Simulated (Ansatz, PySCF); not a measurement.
Gas-phase reaction in SMILES: CS (CH4S) [methanethiol] + H+ → C[SH2+]
Each molecule is optimised on its own at B3LYP-D3(BJ)/def2-TZVP (Ansatz, a first-principles code).
Geometry of the first species:
```
C
H 1 1.0879
H 1 1.0879 2 110.33
H 1 1.0886 2 108.79 3 -119.26
S 1 1.8231 2 111.32 4 -116.63
H 5 1.3429 1 97.06 2 -61.78
```

Quantity: proton affinity (enthalpy at 298 K, with B3LYP-D3(BJ) rigid-rotor harmonic-oscillator terms from PySCF), positive where the reaction releases energy, in eV. Cores are frozen in the correlated levels unless marked. Spin-orbit coupling is left out. No relativistic terms. Basis-set limits of correlation are two-point, X^-3; Hartree-Fock from the larger set. The bracket is a focal-point correction in the basis named.

RI-MP2/CBS(cc-pV(T+d)Z,cc-pV(Q+d)Z)+[CCSD(T)-MP2]/cc-pV(T+d)Z (Ansatz) gives 8.05 eV.

Task: Another calculation gave 8.11 eV. Which level was it?
A. MN15/def2-TZVPD (PySCF)
B. r2SCAN/def2-TZVPD (Ansatz)
C. SVWN5/def2-TZVPD (Ansatz)

Result: B, r2SCAN/def2-TZVPD (Ansatz). The others give 8.00 (MN15), 7.81 (SVWN5) eV.
